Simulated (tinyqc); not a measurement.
Inside a calculation. Method: G0W0 on RHF in the sto-6g basis, for H2O, spin multiplicity 1. One step of it, computed by the program tinyqc.

Task: Screening: direct RPA. With D = e_a - e_i and K = (ia|jb): diagonalise D^(1/2) (D + 4K) D^(1/2) = Z w^2 Z^T; X + Y = D^(1/2) Z w^(-1/2), each column of Z with its largest component positive (the first on a tie); E_c = (sum w - tr (D + 2K)) / 2.

orbital energies (hartree): MO1 -20.501419, MO2 -1.303755, MO3 -0.645143, MO4 -0.467920, MO5 -0.402546, MO6 0.643526, MO7 0.788750

Two-electron integrals over orbitals (pq|rs), unique and non-zero (hartree):
```
(11|11) 4.760914    (21|11) -0.423115   (21|21) 0.061102    (22|11) 1.016812
(22|21) -0.013151   (22|22) 0.737115    (31|11) 0.011503    (31|21) -0.001333
(31|22) 0.001426    (31|31) 0.011630    (32|11) -0.003166   (32|21) 0.000769
(32|22) 0.007146    (32|31) 0.018209    (32|32) 0.147712    (33|11) 0.818124
(33|21) -0.004117   (33|22) 0.657879    (33|31) -0.000555   (33|32) -0.003711
(33|33) 0.648942    (41|11) 0.194804    (41|21) -0.024521   (41|22) 0.017583
(41|31) 0.000955    (41|32) 0.000046    (41|33) 0.006423    (41|41) 0.030330
(42|11) -0.125913   (42|21) 0.010185    (42|22) 0.012958    (42|31) -0.000062
(42|32) 0.000364    (42|33) 0.007166    (42|41) 0.018593    (42|42) 0.121229
(43|11) 0.011844    (43|21) -0.000546   (43|22) 0.003576    (43|31) -0.003849
(43|32) 0.016049    (43|33) 0.001848    (43|41) -0.000660   (43|42) -0.004810
(43|43) 0.046015    (44|11) 1.021613    (44|21) -0.014297   (44|22) 0.680937
(44|31) 0.000016    (44|32) -0.003282   (44|33) 0.611804    (44|41) -0.012287
(44|42) -0.104682   (44|43) 0.007210    (44|44) 0.806399    (51|51) 0.026738
(52|51) 0.032137    (52|52) 0.143595    (53|51) -0.000856   (53|52) -0.002792
(53|53) 0.029950    (54|51) -0.013823   (54|52) -0.047349   (54|53) 0.001761
(54|54) 0.057887    (55|11) 1.117075    (55|21) -0.011118   (55|22) 0.749298
(55|31) 0.000285    (55|32) -0.001312   (55|33) 0.640339    (55|41) 0.004803
(55|42) -0.064354   (55|43) 0.006474    (55|44) 0.739340    (55|55) 0.880663
(61|11) -0.260825   (61|21) 0.040647    (61|22) -0.001171   (61|31) -0.003333
(61|32) -0.003315   (61|33) 0.000326    (61|41) -0.003004   (61|42) 0.020426
(61|43) 0.000046    (61|44) -0.020050   (61|55) -0.006077   (61|61) 0.036381
(62|11) 0.325831    (62|21) -0.007673   (62|22) 0.145315    (62|31) -0.001759
(62|32) -0.008413   (62|33) 0.080016    (62|41) 0.019011    (62|42) 0.018651
(62|43) 0.006137    (62|44) 0.094663    (62|55) 0.161277    (62|61) 0.005643
(62|62) 0.103612    (63|11) -0.063954   (63|21) 0.001377    (63|22) -0.026818
(63|31) 0.003473    (63|32) -0.038232   (63|33) -0.016599   (63|41) -0.000197
(63|42) 0.012110    (63|43) -0.026100   (63|44) -0.026819   (63|55) -0.034031
(63|61) 0.000309    (63|62) -0.018780   (63|63) 0.071531    (64|11) 0.197883
(64|21) -0.001068   (64|22) 0.087091    (64|31) 0.001639    (64|32) 0.012712
(64|33) 0.040683    (64|41) 0.002256    (64|42) -0.026686   (64|43) 0.002650
(64|44) 0.114445    (64|55) 0.105146    (64|61) 0.000351    (64|62) 0.057849
(64|63) -0.020690   (64|64) 0.062404    (65|51) 0.016312    (65|52) 0.060038
(65|53) -0.005218   (65|54) -0.003651   (65|65) 0.039495    (66|11) 0.823948
(66|21) -0.007619   (66|22) 0.623411    (66|31) -0.002580   (66|32) -0.031025
(66|33) 0.582286    (66|41) 0.022061    (66|42) 0.059435    (66|43) -0.014421
(66|44) 0.555610    (66|55) 0.595787    (66|61) 0.007931    (66|62) 0.098051
(66|63) 0.011587    (66|64) 0.037798    (66|66) 0.615790    (71|11) 0.049916
(71|21) -0.008083   (71|22) -0.000639   (71|31) -0.015842   (71|32) -0.023311
(71|33) 0.001066    (71|41) 0.001120    (71|42) -0.003048   (71|43) 0.005676
(71|44) 0.003375    (71|55) 0.001123    (71|61) -0.003014   (71|62) 0.002299
(71|63) -0.004579   (71|64) -0.002232   (71|66) 0.003056    (71|71) 0.023377
(72|11) -0.065670   (72|21) 0.001403    (72|22) -0.028490   (72|31) -0.013504
(72|32) -0.034876   (72|33) -0.012876   (72|41) -0.002950   (72|42) 0.000627
(72|43) 0.034168    (72|44) -0.021516   (72|55) -0.031741   (72|61) 0.002385
(72|62) -0.009429   (72|63) -0.033095   (72|64) -0.013186   (72|66) -0.020876
(72|71) 0.017553    (72|72) 0.061894    (73|11) -0.354953   (73|21) 0.007419
(73|22) -0.128400   (73|31) -0.000244   (73|32) 0.010141    (73|33) -0.090562
(73|41) 0.001289    (73|42) 0.074661    (73|43) -0.001495   (73|44) -0.161648
(73|55) -0.182278   (73|61) 0.007157    (73|62) -0.075570   (73|63) 0.015037
(73|64) -0.068673   (73|66) -0.040217   (73|71) -0.001096   (73|72) 0.020787
(73|73) 0.147925    (74|11) -0.022696   (74|21) 0.000152    (74|22) -0.006859
(74|31) 0.010001    (74|32) 0.076728    (74|33) -0.007891   (74|41) -0.000712
(74|42) 0.000581    (74|43) -0.007252   (74|44) -0.013620   (74|55) -0.011558
(74|61) -0.002647   (74|62) -0.011739   (74|63) -0.038082   (74|64) 0.004246
(74|66) -0.023908   (74|71) -0.013363   (74|72) -0.014161   (74|73) 0.015565
(74|74) 0.067451    (75|51) -0.003088   (75|52) -0.011463   (75|53) -0.022977
(75|54) 0.001603    (75|65) -0.002891   (75|75) 0.024532    (76|11) 0.004330
(76|21) -0.000305   (76|22) -0.004966   (76|31) -0.009339   (76|32) -0.095693
(76|33) 0.008327    (76|41) -0.003079   (76|42) -0.010779   (76|43) -0.040089
(76|44) 0.011043    (76|55) 0.003358    (76|61) -0.000118   (76|62) -0.005152
(76|63) 0.057629    (76|64) -0.011865   (76|66) 0.029931    (76|71) 0.012242
(76|72) -0.010920   (76|73) -0.017955   (76|74) -0.052929   (76|76) 0.106258
(77|11) 0.878444    (77|21) -0.009183   (77|22) 0.632634    (77|31) 0.003773
(77|32) 0.034759    (77|33) 0.619225    (77|41) 0.004556    (77|42) -0.009744
(77|43) 0.015108    (77|44) 0.614670    (77|55) 0.629112    (77|61) -0.005818
(77|62) 0.071696    (77|63) -0.036555   (77|64) 0.040841    (77|66) 0.563706
(77|71) -0.003552   (77|72) -0.011142   (77|73) -0.084619   (77|74) 0.015325
(77|76) -0.028463   (77|77) 0.636920
```

Give: D^(1/2) (D + 4K) D^(1/2); excitation energies w; X + Y; RPA correlation energy.

Result:

D^(1/2) (D + 4K) D^(1/2) (hartree^2):
```
          1>6       1>7      2>6      2>7      3>6      3>7      4>6      4>7
1>6  450.1858   -0.2558   0.1448   0.0635   0.0064   0.1576   0.0068  -0.0546
1>7   -0.2558  455.2621   0.0592   0.4686  -0.0959  -0.0242  -0.0434  -0.2765
2>6    0.1448    0.0592   4.5990  -0.0761  -0.1190  -0.5051   0.3404  -0.0735
2>7    0.0635    0.4686  -0.0761   4.8966  -0.2174   0.1440  -0.0804  -0.0919
3>6    0.0064   -0.0959  -0.1190  -0.2174   2.0294   0.0818  -0.0990  -0.1938
3>7    0.1576   -0.0242  -0.5051   0.1440   0.0818   2.9045  -0.3468   0.0836
4>6    0.0068   -0.0434   0.3404  -0.0804  -0.0990  -0.3468   1.5127   0.0201
4>7   -0.0546   -0.2765  -0.0735  -0.0919  -0.1938   0.0836   0.0201   1.9183
5>6    0.0000    0.0000   0.0000   0.0000   0.0000   0.0000   0.0000   0.0000
5>7    0.0000    0.0000   0.0000   0.0000   0.0000   0.0000   0.0000   0.0000

         5>6      5>7
1>6   0.0000   0.0000
1>7   0.0000   0.0000
2>6   0.0000   0.0000
2>7   0.0000   0.0000
3>6   0.0000   0.0000
3>7   0.0000   0.0000
4>6   0.0000   0.0000
4>7   0.0000   0.0000
5>6   1.2595  -0.0129
5>7  -0.0129   1.5361
```

excitation energies w (hartree): [1.1220, 1.1854, 1.2396, 1.3201, 1.4757, 1.6759, 2.1768, 2.2331, 21.2173, 21.3372]

X + Y:
```
          1        2        3        4        5        6        7        8
1>6  0.0000  -0.0003   0.0000   0.0004  -0.0003  -0.0015  -0.0008  -0.0001
1>7  0.0000   0.0004   0.0000   0.0021  -0.0010   0.0003  -0.0021  -0.0026
2>6  0.0000  -0.0882   0.0000   0.0392   0.0262   0.3242   0.7806  -0.4401
2>7  0.0000   0.0250   0.0000   0.0878   0.0492  -0.0559   0.4957   0.8299
3>6  0.0000   0.1161   0.0000   0.6067   0.7217   0.0666  -0.0647  -0.0270
3>7  0.0000   0.2150   0.0000  -0.1046  -0.0538   0.8624  -0.1720   0.1489
4>6  0.0000   0.9404   0.0000  -0.0200  -0.0856  -0.1404   0.0712  -0.0590
4>7  0.0000  -0.0352   0.0000   0.7599  -0.5752   0.0411  -0.0286  -0.0057
5>6  0.9645   0.0000  -0.0427   0.0000   0.0000   0.0000   0.0000   0.0000
5>7  0.0479   0.0000   0.9792   0.0000   0.0000   0.0000   0.0000   0.0000

          9       10
1>6  0.9970  -0.0499
1>7  0.0503   0.9976
2>6  0.0001   0.0000
2>7  0.0001   0.0003
3>6  0.0000  -0.0001
3>7  0.0001   0.0000
4>6  0.0000   0.0000
4>7  0.0000  -0.0001
5>6  0.0000   0.0000
5>7  0.0000   0.0000
```

RPA correlation energy = -0.048478 hartree
